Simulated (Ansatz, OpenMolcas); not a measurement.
## How basis sets differ on CHClF2 (difluorochloromethane)

CHClF2 has 5 atoms, charge 0, and is taken as a singlet. SMILES: `FC(F)Cl`. The coordinates come from a PBE0-D4/def2-TZVP relaxation.

Each level gives the HOMO–LUMO gap (eV). The values are calculated.

```csv
level,kind,program,value (eV),CPU time
HF/ANO-S-MB,Hartree–Fock,OpenMolcas,18.15,1.7 s
HF/STO-3G,Hartree–Fock,OpenMolcas,20.65,1.9 s
HF/3-21G,Hartree–Fock,OpenMolcas,18.23,3.7 s
HF/pcseg-0,Hartree–Fock,Ansatz,18.34,0.2 s
HF/def2-SVP,Hartree–Fock,Ansatz,17.96,3.1 s
HF/pcseg-1,Hartree–Fock,Ansatz,17.23,0.43 s
HF/6-311+G**,Hartree–Fock,OpenMolcas,15.10,24 s
HF/pcseg-2,Hartree–Fock,Ansatz,15.93,2.9 s
HF/pcseg-3,Hartree–Fock,Ansatz,15.22,7.6 s
```

The values span 15.10 to 20.65 eV. A Hartree–Fock LUMO above zero doesn't converge with the basis: it sinks as sets grow more diffuse. Orbital gaps aren't excitation energies. Times are those of the runs behind each value, whatever else they computed, on shared processors of several kinds: orders of magnitude only.
